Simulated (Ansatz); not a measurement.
Ge, triplet in cc-pVTZ: errors against full CI

A free Ge atom.

Basis cc-pVTZ; Ansatz 0.2.0. Only valence electrons are correlated (noble-gas cores and the filled d shells of p-block atoms frozen), which leaves 4 electrons in 29 orbitals. Prefix R: restricted or restricted open-shell reference. No spin–orbit coupling is included, and no scalar relativity.

Full CI is exact within this basis and frozen core; it isn't the basis-set limit.

* UHF ⟨S²⟩: 2.011
* T1 diagnostic (RCCSD): 0.0204
* largest doubles amplitude (RCCSD): 0.089

Task: From what is known of these methods and the diagnostics, rank them by the size of their error in total energy against full CI in cc-pVTZ, smallest first (an estimate: the text doesn't fix the numbers).
A. RCCSD
B. RCCSD(T)
C. RMP2
D. RHF

Result: B (1.4 kJ/mol), A (6.6 kJ/mol), C (45.1 kJ/mol), D (186.0 kJ/mol).

All errors are against full CI in cc-pVTZ. Within each family the higher level lies nearer, as is usual though not guaranteed.

Natural occupations of full CI about the gap: 1.921 0.986 0.986 0.040 0.012 0.012 0.008 0.008 0.007 0.005; effectively unpaired electrons, Σ n²(2−n)², 2.03.
